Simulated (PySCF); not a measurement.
# AlN: one state, many levels of theory

State: ³Π (triplet), unpaired electrons σ ↑, π ↑. Set-up: Al def2-TZVPPD, N def2-TZVPPD; no relativity (PySCF 2.14). De refers to Al + N in their high-spin ground configurations, without counterpoise correction. The functionals are run spin-unrestricted. A positive dipole means Al(−)N(+).

```
       Level  Re (Å)  ωe (cm⁻¹)  De (eV)  μ (D)
        ROHF   1.820        716     0.55  -1.51
    ROHF-MP2   1.823        717     2.06    n/a
ROHF-SCS-MP2   1.822        717     2.10    n/a
   ROHF-CCSD   1.806        737     2.11    n/a
ROHF-CCSD(T)   1.807        735     2.30    n/a
         PBE   1.792        755     3.09  -2.90
      revPBE   1.801        742     2.88  -2.86
      r²SCAN   1.784        768     2.71  -2.81
       M06-L   1.782        764     2.79  -2.70
       TPSSh   1.792        749     2.72  -2.69
       B3LYP   1.792        743     2.77  -2.85
        PBE0   1.789        750     2.61  -2.73
     r²SCAN0   1.787        752     2.35  -2.64
       ωB97X   1.795        729     2.58  -2.63
```

The bond length runs from 1.782 Å (M06-L) to 1.823 Å (ROHF-MP2). De spans 0.55 eV (ROHF, mean field) to 3.09 eV (PBE, GGA). Correlation at CCSD(T) changes the Hartree–Fock bond energy by +1.75 eV; the triples alone change it by +0.19 eV.

Correlated steps freeze 6 core orbitals. The CCSD T1 diagnostic is raised, a sign that a single reference may not be enough here. The state was picked by a PBE0 search and need not be the measured ground state.

The whole job (state search and all levels along the bond) took about 3.5 min on 2 threads of Intel Xeon Platinum 8488C (shared host), peak memory 2.8 GiB.
